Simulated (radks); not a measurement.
**Cl⁴⁺ in [He] 2s2 2p5 3s2 3p1 4p1: an all-electron calculation**

An exercise on one series of results from a longer session: the logs are not shown, and one member is left open.

The numbers are computed with radks (a radial shooting solver on a logarithmic mesh, Libxc functionals) version 1 (scalar-relativistic Kohn-Sham, PBE, spin-unpolarised, spherical densities, point nucleus), except any that are marked as measured or tabulated.

## The system

| Quantity | Value |
| --- | --- |
| element | chlorine (Z = 17) |
| charge | +4 |
| electrons | 13 |
| configuration | [He] 2s2 2p5 3s2 3p1 4p1 |

The outer shells:

Cl⁴⁺
```
[He] core
2s [↑↓]
2p [↑↓][↑↓][↑ ]
3s [↑↓]
3p [↑ ][  ][  ]
4p [↑ ][  ][  ]
```

The first run:

Input:

```text
Z 17
configuration [He] 2s2 2p5 3s2 3p1 4p1
relativity scalar-relativistic
functional pbe,pbe
spin unpolarised
nucleus point
c 137.035999084
```

Among the steps run: Self-consistent calculation.

One table of the session follows, with a row left open; its other results are not shown here.

It belongs to the step «Shells». From the orbitals of this run (lengths in bohr):

| level | <r> | outermost maximum (interpolated) | 90 % within | nodes |
| --- | --- | --- | --- | --- |
| 1s | 0.09090 | 0.0595 | 0.162 | 0 |
| 2s | 0.4331 | 0.356 | 0.674 | 1 |
| 2p | ? | ? | ? | ? |
| 3s | 1.265 | 1.14 | 1.86 | 2 |
| 3p | 1.323 | 1.17 | 1.98 | 1 |
| 4p | 3.022 | 2.91 | 4.30 | 2 |

Estimate the missing values for 2p.

As computed: <r>: 0.3916; outermost maximum (interpolated): 0.295; 90 % within: 0.646; nodes: 0. In the column «<r>» it lies between 1s (0.09090) and 2s (0.4331).
